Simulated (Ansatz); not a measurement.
Born–Oppenheimer molecular dynamics of C3H4ClF (9 atoms, charge 0, multiplicity 1). It goes on from the last frame of an earlier run, with new velocities.

Computed with RKS r2SCANh/STO-3G in Ansatz 0.2.0.

- ensemble: NVT, Langevin thermostat
- time step: 0.5 fs
- steps asked: 166
- set temperature: 300 K
- friction: 0.001 /fs
- temperature schedule: 41 steps to 300 K, then 125 steps to 75 K
- seed: 526959

Frames 1 fs apart, positions in Å, forces in eV/Å.

Velocities at 55.0 fs (Å/ps):

```
C 0.51 0.96 3.45
C -4.97 -2.14 -0.46
Cl -0.36 -1.55 1.76
C 7.59 0.94 4.08
F 0.45 3.03 -4.72
H 2.54 12.72 13.08
H -17.74 -17.88 10.84
H -10.35 7.92 22.29
H 1.77 15.91 -32.21
```

```xyz
9
Properties=species:S:1:pos:R:3:forces:R:3 time_fs=55.0 energy_less_start_eV=0.026 T=236
C 0.681 0.846 -1.026 -0.31 0.32 -0.17
C 0.525 -0.095 -0.096 1.63 0.05 0.17
Cl 1.970 -1.030 0.504 -0.34 -0.03 -0.22
C -0.742 -0.440 0.682 -1.22 -1.55 0.65
F -1.852 0.310 0.259 0.26 -0.47 -0.36
H -0.202 1.439 -1.223 -0.60 0.25 -0.34
H 1.566 1.137 -1.612 0.02 -0.52 0.57
H -0.888 -1.595 0.662 -0.13 1.52 -0.65
H -0.634 -0.272 1.772 0.68 0.42 0.35
9
Properties=species:S:1:pos:R:3:forces:R:3 time_fs=56.0 energy_less_start_eV=0.047 T=220
C 0.682 0.847 -1.022 -1.38 0.13 0.37
C 0.521 -0.097 -0.096 1.86 0.01 0.08
Cl 1.970 -1.032 0.505 -0.38 -0.01 -0.26
C -0.735 -0.440 0.686 -1.77 -1.21 -0.47
F -1.851 0.313 0.254 0.42 -0.57 -0.29
H -0.202 1.453 -1.211 -0.38 0.09 -0.32
H 1.549 1.117 -1.599 0.87 -0.20 0.01
H -0.898 -1.580 0.681 -0.06 1.16 -0.69
H -0.629 -0.254 1.743 0.81 0.61 1.57
9
Properties=species:S:1:pos:R:3:forces:R:3 time_fs=57.0 energy_less_start_eV=0.064 T=206
C 0.681 0.849 -1.019 -2.32 0.07 0.78
C 0.519 -0.099 -0.096 1.96 -0.04 0.00
Cl 1.970 -1.033 0.507 -0.40 0.00 -0.30
C -0.730 -0.440 0.690 -2.06 -0.37 -1.00
F -1.851 0.316 0.248 0.56 -0.65 -0.21
H -0.207 1.467 -1.202 -0.03 -0.14 -0.28
H 1.540 1.095 -1.585 1.53 0.07 -0.46
H -0.908 -1.554 0.695 -0.07 0.37 -0.67
H -0.616 -0.229 1.728 0.83 0.67 2.12
9
Properties=species:S:1:pos:R:3:forces:R:3 time_fs=58.0 energy_less_start_eV=0.035 T=231
C 0.678 0.850 -1.015 -2.50 0.17 0.76
C 0.518 -0.100 -0.097 1.92 -0.11 -0.01
Cl 1.969 -1.035 0.508 -0.40 0.00 -0.33
C -0.726 -0.442 0.693 -2.04 0.96 -0.58
F -1.849 0.318 0.243 0.68 -0.69 -0.11
H -0.211 1.480 -1.196 0.25 -0.32 -0.25
H 1.546 1.073 -1.577 1.54 0.18 -0.53
H -0.919 -1.524 0.702 -0.14 -0.66 -0.56
H -0.595 -0.199 1.733 0.68 0.47 1.63
9
Properties=species:S:1:pos:R:3:forces:R:3 time_fs=59.0 energy_less_start_eV=-0.008 T=266
C 0.674 0.852 -1.010 -1.76 0.34 0.27
C 0.518 -0.102 -0.097 1.76 -0.21 0.03
Cl 1.968 -1.037 0.510 -0.39 0.00 -0.36
C -0.724 -0.442 0.695 -1.77 2.32 0.41
F -1.847 0.320 0.238 0.77 -0.71 -0.02
H -0.214 1.489 -1.193 0.38 -0.39 -0.25
H 1.566 1.051 -1.573 0.83 0.13 -0.17
H -0.931 -1.500 0.703 -0.22 -1.54 -0.39
H -0.568 -0.163 1.753 0.38 0.04 0.49
9
Properties=species:S:1:pos:R:3:forces:R:3 time_fs=60.0 energy_less_start_eV=-0.014 T=273
C 0.668 0.854 -1.005 -0.47 0.40 -0.36
C 0.520 -0.104 -0.098 1.50 -0.28 0.11
Cl 1.967 -1.038 0.511 -0.36 0.00 -0.38
C -0.723 -0.440 0.697 -1.46 3.05 1.33
F -1.845 0.322 0.233 0.85 -0.70 0.08
H -0.212 1.495 -1.193 0.32 -0.33 -0.28
H 1.594 1.031 -1.570 -0.19 0.07 0.35
H -0.945 -1.490 0.699 -0.20 -1.76 -0.20
H -0.537 -0.127 1.777 0.01 -0.45 -0.65
9
Properties=species:S:1:pos:R:3:forces:R:3 time_fs=61.0 energy_less_start_eV=0.013 T=251
C 0.662 0.856 -1.001 0.82 0.27 -0.83
C 0.523 -0.106 -0.098 1.17 -0.32 0.19
Cl 1.966 -1.040 0.512 -0.32 0.00 -0.39
C -0.724 -0.436 0.701 -1.26 2.80 1.81
F -1.842 0.323 0.228 0.90 -0.67 0.18
H -0.207 1.498 -1.195 0.12 -0.17 -0.32
H 1.621 1.012 -1.565 -1.06 0.08 0.74
H -0.959 -1.496 0.694 -0.02 -1.16 -0.01
H -0.507 -0.095 1.795 -0.34 -0.84 -1.37
9
Properties=species:S:1:pos:R:3:forces:R:3 time_fs=62.0 energy_less_start_eV=0.038 T=230
C 0.657 0.858 -0.997 1.69 -0.03 -0.97
C 0.526 -0.109 -0.098 0.77 -0.28 0.25
Cl 1.965 -1.042 0.513 -0.26 -0.01 -0.39
C -0.726 -0.429 0.706 -1.15 1.90 1.78
F -1.839 0.325 0.223 0.91 -0.61 0.27
H -0.201 1.499 -1.201 -0.13 0.02 -0.36
H 1.638 0.993 -1.552 -1.46 0.17 0.83
H -0.974 -1.513 0.689 0.25 -0.12 0.16
H -0.479 -0.070 1.801 -0.61 -1.04 -1.58
9
Properties=species:S:1:pos:R:3:forces:R:3 time_fs=63.0 energy_less_start_eV=0.039 T=234
C 0.653 0.861 -0.994 1.95 -0.38 -0.79
C 0.531 -0.111 -0.098 0.33 -0.16 0.27
Cl 1.964 -1.043 0.514 -0.19 -0.03 -0.38
C -0.728 -0.421 0.713 -1.05 0.80 1.28
F -1.836 0.326 0.218 0.86 -0.52 0.34
H -0.196 1.501 -1.210 -0.29 0.12 -0.36
H 1.641 0.976 -1.530 -1.34 0.33 0.63
H -0.987 -1.532 0.685 0.49 0.87 0.31
H -0.458 -0.056 1.791 -0.77 -1.03 -1.31
9
Properties=species:S:1:pos:R:3:forces:R:3 time_fs=64.0 energy_less_start_eV=0.026 T=249
C 0.651 0.863 -0.992 1.54 -0.66 -0.38
C 0.536 -0.114 -0.097 -0.13 0.00 0.28
Cl 1.962 -1.045 0.515 -0.11 -0.05 -0.36
C -0.731 -0.413 0.721 -0.92 -0.19 0.34
F -1.833 0.326 0.213 0.77 -0.40 0.40
H -0.193 1.504 -1.223 -0.28 0.09 -0.31
H 1.631 0.961 -1.502 -0.73 0.52 0.18
H -0.996 -1.544 0.686 0.64 1.50 0.41
H -0.443 -0.052 1.770 -0.78 -0.81 -0.57
9
Properties=species:S:1:pos:R:3:forces:R:3 time_fs=65.0 energy_less_start_eV=0.035 T=243
C 0.650 0.864 -0.990 0.57 -0.81 0.14
C 0.540 -0.117 -0.097 -0.56 0.17 0.28
Cl 1.961 -1.046 0.516 -0.03 -0.07 -0.33
C -0.735 -0.405 0.730 -0.80 -0.95 -0.93
F -1.829 0.327 0.208 0.63 -0.25 0.44
H -0.194 1.507 -1.238 -0.11 -0.07 -0.19
H 1.614 0.951 -1.473 0.26 0.70 -0.43
H -0.999 -1.542 0.690 0.66 1.69 0.47
H -0.435 -0.056 1.742 -0.63 -0.41 0.55
9
Properties=species:S:1:pos:R:3:forces:R:3 time_fs=66.0 energy_less_start_eV=0.077 T=209
C 0.649 0.865 -0.988 -0.48 -0.81 0.54
C 0.544 -0.120 -0.095 -0.94 0.34 0.30
Cl 1.960 -1.048 0.516 0.05 -0.10 -0.29
C -0.740 -0.397 0.738 -0.61 -1.30 -2.17
F -1.824 0.328 0.203 0.44 -0.09 0.44
H -0.196 1.512 -1.254 0.15 -0.30 -0.03
H 1.600 0.948 -1.448 1.22 0.84 -0.97
H -0.996 -1.525 0.699 0.55 1.37 0.46
H -0.433 -0.064 1.720 -0.39 0.06 1.71
```

Of the whole run (83 fs, mean temperature of the second half 243 K): The schedule's set-point averaged 150 K over the second half and the system 243 K, so it lags behind the ramp. A run of 0.083 ps of so small a system gives no equilibrium averages. Limits of this set-up: minimal basis.

Run time: 4.6 min on 1 thread of Arm Neoverse V2, with other jobs on the host, peak memory 0.09 GiB.
